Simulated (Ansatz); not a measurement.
Si2B, relaxed as a doublet with UKS PBE0-D4/def2-TZVP in Ansatz, starting from the GFN2-xTB geometry. Force threshold 0.02 eV/Å.

The structure comes from a short search, and lower isomers may exist.

Start:

```xyz
3

B     0.003   -0.005    0.001
Si   -1.606   -0.800    0.395
Si    1.603    0.805   -0.396
```

| step | energy (eV) | largest force component (eV/Å) | SCF passes |
| --- | --- | --- | --- |
| 1 | -16419.0510 | 0.532 | 397 |
| 2 | -16419.0698 | 0.212 | 798 |
| 3 | -16419.0741 | 0.044 | 272 |
| 4 | -16419.0742 | 0.005 | 172 |
| 5 | -16419.0742 | 0.001 | 195 |
| 6 | -16419.0742 | 0.004 | 209 |
| 7 | -16419.0742 | 0.027 | 168 |
| 8 | -16419.0743 | 0.042 | 166 |
| 9 (rejected) | -16419.0660 | 0.589 | 186 |
| 10 | -16419.0759 | 0.120 | 87 |
| 11 | -16419.0825 | 0.121 | 167 |
| 12 | -16419.0878 | 0.357 | 77 |
| 13 | -16419.0980 | 0.279 | 70 |
| 14 | -16419.1193 | 0.322 | 77 |
| 15 | -16419.1447 | 0.817 | 67 |
| 16 | -16419.1890 | 1.258 | 154 |
| 17 | -16419.4400 | 1.484 | 105 |
| 18 | -16419.8100 | 0.899 | 64 |
| 19 | -16419.9208 | 0.681 | 73 |
| 20 | -16419.9666 | 0.182 | 74 |
| 21 | -16419.9709 | 0.019 | 71 |

Force components are those of the run's own axes.

End:

```xyz
3

B     0.4510   -0.8006    0.1810
Si   -1.2650   -0.1269    0.1680
Si    0.8140    0.9275   -0.3490
```

Bonds formed: Si2–Si3 (atoms count from 1).

The force fell under the threshold at step 4, but the optimiser went on and released 0.897 eV more. No frequencies were taken in this run, so the end may be a saddle point.

Hardware: 4 threads of Arm Neoverse V1 on a shared host. Wall time 2.1 min.
